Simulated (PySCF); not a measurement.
Work out the structure from these simulated measurements.

Elements present: C, H and N. Monoisotopic mass: 45.0578 u.

| Item | Value |
| --- | --- |
| 1H NMR | chemical shifts (computed TMS as zero) by class: 2.45 (6 H), -0.11 (1 H) ppm [GIAO B97-2/pcSseg-2] |
| Couplings | largest of the computed one-bond spin–spin couplings (means over like bonds): 13C–1H +136.4 (×6), 15N–1H -70.9, 15N–13C -3.9 (×2) Hz [B3LYP/pcJ-2] |
| 13C NMR | chemical shifts (computed TMS as zero) by class: 41.9 (2 C) ppm [GIAO B97-2/pcSseg-2] |
| UV, first state | lowest singlet excitation: 5.36 eV (232 nm, f = 0.000) [TDDFT CAM-B3LYP/aug-cc-pVTZ] |
| Polarisability | 38.3 au [CAM-B3LYP/aug-cc-pVTZ] |
| XPS | C1s 291.3 (×2), N1s 404.8 eV [ΔSCF SCAN, pcX-3 on the ionised atom, pcseg-2 elsewhere, spin-free X2C] |
| Rotational structure | rotational constants A, B, C: 34.916, 9.442, 8.331 GHz [PBE0-D3(BJ)/def2-TZVP] |
| NMR, other nuclei | isotropic shieldings of nuclei other than C and H, by class: 231 (1 N) ppm [GIAO B97-2/pcSseg-2] |

Gas-phase values; electronic properties from PySCF, density fitting. Levels stand in brackets. Isolated species at its PBE0-D3(BJ)/def2-TZVP geometry, gas phase. Each NMR value is the plain mean over a class of atoms that symmetry, rotation or inversion makes alike.

Task: Which formula fits the mass and the elements?

Result: C2H7N (calculated 45.0578). No other formula that holds each of these elements comes within 0.0003 u with a fitting electron parity and a possible valence count.

Task: Propose a structure and show how it fits.

Result: Numbering: `[CH3:1][NH:2][CH3:3]`. Its formula, C2H7N, gives 0 degrees of unsaturation, so no ring and no π bond. 2 carbons fall into 1 class: N-methyl carbon [C1/C3] (41.9 ppm, 2 C). Hydrogen classes from least to most shielded: 6 H on 2 N-methyl carbons, C1/C3 (2.45 ppm), 1 H on a secondary amine nitrogen, N2 (-0.11 ppm). The other shieldings belong to: 231 ppm, secondary amine nitrogen [N2]. The couplings run between: +136.4 Hz, N-methyl carbon [C1] and its hydrogen (with 5 like pairs); -70.9 Hz, secondary amine nitrogen [N2] and its hydrogen; -3.9 Hz, secondary amine nitrogen [N2] and N-methyl carbon [C1] (with 1 like pair). The core levels belong to: C1s 291.3 eV, N-methyl carbon [C1/C3]; N1s 404.8 eV, secondary amine nitrogen [N2]. The optimised geometry has point group Cs and is an asymmetric top. Structure: `CNC` (C2H7N). Computed isomers that give other values at the same levels: `CCN` (ethylamine) (13C chemical shifts (computed TMS as zero) by class: 43.5 (1 C), 25.7 (1 C) ppm). The assignments are read from this structure; whether some other isomer fits the data as well wasn't checked.
